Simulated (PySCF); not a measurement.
Species, as SMILES: O=[O+][O-].
Geometry (B3LYP-D3(BJ)/def2-TZVP, fixed):
```
O
O 1 1.2535
O 1 1.2535 2 118.30
```
Charge 0, spin multiplicity 1.

Basis-set convergence of the mean static polarisability at PBE0 with PySCF. All functions are spherical. Density fitting with generated auxiliary sets. No added dispersion term, no relativity. Reference: the value in d-aug-cc-pVTZ, 18.78 bohr³, itself unsure by roughly 0.4 % (its mean distance from aug-pcseg-3, aug-cc-pVQZ, aug-pcseg-2). Deviations are taken from unrounded values.

| basis | functions | mean static polarisability (bohr³) |
|---|---|---|
| cc-pVDZ | 42 | 12.09 |
| aug-cc-pVDZ | 69 | 17.94 |
| def2-SVP | 42 | 12.43 |
| def2-SVPD | 69 | 18.34 |
| pcseg-1 | 42 | 13.04 |
| aug-pcseg-1 | 69 | 18.67 |
| 6-311G** | 54 | 12.76 |
| 6-311+G** | 66 | 16.15 |
| cc-pVTZ | 90 | 14.32 |
| aug-cc-pVTZ | 138 | 18.49 |
| pcseg-2 | 90 | 15.88 |
| aug-pcseg-2 | 138 | 18.66 |
| def2-TZVPP | 93 | 15.50 |
| def2-TZVPPD | 120 | 18.68 |
| cc-pVQZ | 165 | 15.97 |
| aug-cc-pVQZ | 240 | 18.68 |
| def2-QZVPP | 171 | 16.67 |
| def2-QZVPPD | 198 | 18.73 |
| pcseg-3 | 180 | 17.66 |
| aug-pcseg-3 | 255 | 18.76 |

What the diffuse functions change, pair by pair:
- cc-pVDZ to aug-cc-pVDZ: 27 more functions, deviation -35.6 to -4.5 %
- def2-SVP to def2-SVPD: 27 more functions, deviation -33.8 to -2.4 %
- pcseg-1 to aug-pcseg-1: 27 more functions, deviation -30.6 to -0.6 %
- 6-311G** to 6-311+G**: 12 more functions, deviation -32.1 to -14.0 %
- cc-pVTZ to aug-cc-pVTZ: 48 more functions, deviation -23.7 to -1.6 %
- pcseg-2 to aug-pcseg-2: 48 more functions, deviation -15.4 to -0.7 %
- def2-TZVPP to def2-TZVPPD: 27 more functions, deviation -17.5 to -0.6 %
- cc-pVQZ to aug-cc-pVQZ: 75 more functions, deviation -15.0 to -0.5 %
- def2-QZVPP to def2-QZVPPD: 27 more functions, deviation -11.2 to -0.3 %
- pcseg-3 to aug-pcseg-3: 75 more functions, deviation -6.0 to -0.1 %

They bring the value nearer the reference by more than 0.4 % in 10 of 10 pairs.
